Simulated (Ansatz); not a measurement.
## Scan of [AlH2···H···H], doublet

All five atoms lie in one plane.

Starting geometry:

```xyz
5

Al   -0.0974    0.0000    0.0000
H    -0.8903    1.3734    0.0000
H    -0.8903   -1.3734    0.0000
H     1.4884    0.0000    0.0000
H     2.8996    0.0000    0.0000
```

From there H4 is moved from one fragment to the other while all else, the fragments' distance too, stays fixed; atoms are numbered as listed. Energies are in eV, counted from the starting geometry at the same level. Kohn–Sham curves are unrestricted where that lies lower.

Basis 6-31G; Ansatz 0.2.0. Only valence electrons are correlated (noble-gas cores frozen).

In so small a basis the reference is far from its limit while semilocal and hybrid functionals are nearer theirs (RPA and double hybrids share much of the reference's basis error), so the functionals' errors here hold much of the reference's basis and frozen-core error, which can add to them or hide them.

Full CI is exact within this basis and frozen core; it isn't the basis-set limit.

```json
{"distance Al1-H4 (Å)": "1.475", "full CI": "0.144", "PBE": "0.209", "r2SCAN": "0.194", "PBE0": "0.182", "B3LYP": "0.181", "r2SCAN0": "0.179", "wB97X-V": "0.159", "wB97M-V": "0.154", "B2PLYP": "0.153", "RPA-PBE": "0.152"}
{"distance Al1-H4 (Å)": "1.586", "full CI": "0.000", "PBE": "0.000", "r2SCAN": "0.000", "PBE0": "0.000", "B3LYP": "0.000", "r2SCAN0": "0.000", "wB97X-V": "0.000", "wB97M-V": "0.000", "B2PLYP": "0.000", "RPA-PBE": "0.000"}
{"distance Al1-H4 (Å)": "1.681", "full CI": "-0.024", "PBE": "-0.093", "r2SCAN": "-0.071", "PBE0": "-0.065", "B3LYP": "-0.066", "r2SCAN0": "-0.055", "wB97X-V": "-0.041", "wB97M-V": "-0.043", "B2PLYP": "-0.036", "RPA-PBE": "-0.040"}
{"distance Al1-H4 (Å)": "1.776", "full CI": "-0.033", "PBE": "-0.169", "r2SCAN": "-0.118", "PBE0": "-0.114", "B3LYP": "-0.118", "r2SCAN0": "-0.085", "wB97X-V": "-0.064", "wB97M-V": "-0.074", "B2PLYP": "-0.054", "RPA-PBE": "-0.073"}
{"distance Al1-H4 (Å)": "1.871", "full CI": "-0.095", "PBE": "-0.275", "r2SCAN": "-0.197", "PBE0": "-0.198", "B3LYP": "-0.206", "r2SCAN0": "-0.150", "wB97X-V": "-0.130", "wB97M-V": "-0.153", "B2PLYP": "-0.117", "RPA-PBE": "-0.164"}
{"distance Al1-H4 (Å)": "1.967", "full CI": "-0.253", "PBE": "-0.434", "r2SCAN": "-0.341", "PBE0": "-0.351", "B3LYP": "-0.361", "r2SCAN0": "-0.289", "wB97X-V": "-0.277", "wB97M-V": "-0.313", "B2PLYP": "-0.266", "RPA-PBE": "-0.346"}
{"distance Al1-H4 (Å)": "2.062", "full CI": "-0.491", "PBE": "-0.630", "r2SCAN": "-0.534", "PBE0": "-0.557", "B3LYP": "-0.569", "r2SCAN0": "-0.491", "wB97X-V": "-0.492", "wB97M-V": "-0.535", "B2PLYP": "-0.488", "RPA-PBE": "-0.598"}
{"distance Al1-H4 (Å)": "2.157", "full CI": "-0.737", "PBE": "-0.807", "r2SCAN": "-0.720", "PBE0": "-0.756", "B3LYP": "-0.773", "r2SCAN0": "-0.696", "wB97X-V": "-0.708", "wB97M-V": "-0.752", "B2PLYP": "-0.717", "RPA-PBE": "-0.852"}
{"distance Al1-H4 (Å)": "2.252", "full CI": "-0.868", "PBE": "-0.862", "r2SCAN": "-0.795", "PBE0": "-0.840", "B3LYP": "-0.862", "r2SCAN0": "-0.790", "wB97X-V": "-0.808", "wB97M-V": "-0.850", "B2PLYP": "-0.834", "RPA-PBE": "-0.985"}
```

(1) Judged by the spread of the error over the points with a reference (largest less smallest), which of these follows full CI best and which worst?

## Answers

(1) Subtracting the full CI column from each: best B2PLYP (errors from -0.023 to 0.034, spread 0.057 eV), worst PBE (from -0.182 to 0.065, spread 0.247 eV). Functionals and wave-function methods converge differently with the basis, so part of this is basis effect.
